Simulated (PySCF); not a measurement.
Isomers of C5H11N, mass 85.089 u with the commonest isotopes. Theory: PBE0/def2-SVPD in PySCF (dipole) on a GFN2-xTB geometry, gas phase. One conformer each, none proved a minimum here; rigid rotors.

**Question.** Order these by out-of-plane moment Σ m c² = (Ia + Ib − Ic)/2, largest first.
A. `[CH2:1]=[CH:2][CH2:3][CH2:4][CH2:5][NH2:6]` with C1–C2–C3–C4 -122°, C2–C3–C4–C5 175°, C3–C4–C5–N6 65°, C4–C5–N6–H -63° and 56°
B. tert-butylazomethine (`C=NC(C)(C)C`)
C. `[CH2:1]=[CH:2][CH2:3][C@H:4]([CH3:5])[NH2:6]` with C1–C2–C3–C4 -115°, C2–C3–C4–C5 -70°, C3–C4–N6–H -59° and 61°

**Answer.** B (55.02 u·Å²), A (16.97 u·Å²), C (14.51 u·Å²).

**Question.** Order these by rotational constant A, largest first.
A. `[CH2:1]=[CH:2][CH2:3][CH2:4][CH2:5][NH2:6]` with C1–C2–C3–C4 -122°, C2–C3–C4–C5 175°, C3–C4–C5–N6 65°, C4–C5–N6–H -63° and 56°
B. tert-butylazomethine (`C=NC(C)(C)C`)
C. `[CH2:1]=[CH:2][CH2:3][C@H:4]([CH3:5])[NH2:6]` with C1–C2–C3–C4 -115°, C2–C3–C4–C5 -70°, C3–C4–N6–H -59° and 61°

**Answer.** A (11274 MHz), C (6850 MHz), B (4465 MHz).

**Question.** Order these by rotational constant B, smallest first.
A. tert-butylazomethine (`C=NC(C)(C)C`)
B. `[CH2:1]=[CH:2][CH2:3][CH2:4][CH2:5][NH2:6]` with C1–C2–C3–C4 -122°, C2–C3–C4–C5 175°, C3–C4–C5–N6 65°, C4–C5–N6–H -63° and 56°
C. `[CH2:1]=[CH:2][CH2:3][C@H:4]([CH3:5])[NH2:6]` with C1–C2–C3–C4 -115°, C2–C3–C4–C5 -70°, C3–C4–N6–H -59° and 61°
D. `[CH3:1][CH2:2][CH2:3][N:4]1[CH2:5][CH2:6]1` with C1–C2–C3–N4 178°, C2–C3–N4–C5 86°

**Answer.** B (1419 MHz), D (1741 MHz), C (1957 MHz), A (2893 MHz).

```
       SMILES  point group  Ia (u·Å²)  Ib (u·Å²)  Ic (u·Å²)      κ  μa (D)  μb (D)  μc (D)
C=CC[C@H](C)N           C1      73.78     258.23     302.99  -0.89    0.56    0.33    0.75
      C=CCCCN           C1      44.83     356.04     366.93  -0.99    0.77    0.03    0.63
  C=NC(C)(C)C      near Cs     113.19     174.69     177.84  -0.94    0.02    1.38    0.14
     CCCN1CC1           C1      45.22     290.32     306.97  -0.98    0.03    0.04    1.04
```
